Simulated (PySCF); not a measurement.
BeH, SMILES [BeH+], charge +1.

Geometry: PBE0-D3(BJ)/def2-TZVPD. The multiplicity is an assumed one; other spin states were not compared.

Two levels are set side by side: PBE/def2-TZVPD (PySCF) and PBE0/def2-TZVPD (PySCF). Same geometry, gas phase. Differences are taken from unrounded values.

```json
[
 {"quantity": "orbital gap (eV)", "PBE": "4.35"},
 {"quantity": "highest occupied level (eV)", "PBE": "-15.84"},
 {"quantity": "lowest empty level (eV)", "PBE": "-11.49"},
 {"quantity": "mean polarisability (bohr³)", "PBE": "13.1"}
]
```

Q: These are the PBE values. What does PBE0 give? (Estimate from the structure and the level; the computed values follow.)

A: 
| quantity | PBE0 | PBE minus PBE0 |
|---|---|---|
| orbital gap (eV) | 6.56 | -2.22 |
| highest occupied level (eV) | -17.11 | 1.28 |
| lowest empty level (eV) | -10.55 | -0.94 |
| mean polarisability (bohr³) | 12.5 | 0.6 |

Without exact exchange PBE keeps part of each electron's self-repulsion, which lifts occupied levels and narrows the gap. PBE's more diffuse valence density responds more strongly to a field. Differences between two approximate levels are no errors against the true value.
